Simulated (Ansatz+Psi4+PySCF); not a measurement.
A calculation with Psi4 1.11.

```
molecule {
-1 1
C -0.490000 -0.317200 -0.126100
O 0.551300 0.229000 0.061800
H -1.470200 0.070800 0.262400
}

set basis aug-cc-pVTZ
set reference rhf
set scf_type pk
energy('scf')
```

The input is written out from the run's settings.

Results

```json
{
 "Converged": "yes",
 "Total energy": "-113.25415 hartree",
 "Spin squared of the determinant": "0.000",
 "Occupied orbitals by symmetry in an Abelian subgroup (alpha; beta)": "7 Ap 1 App; 7 Ap 1 App"
}
```

Caution: unrestricted orbitals would lower the determinant.
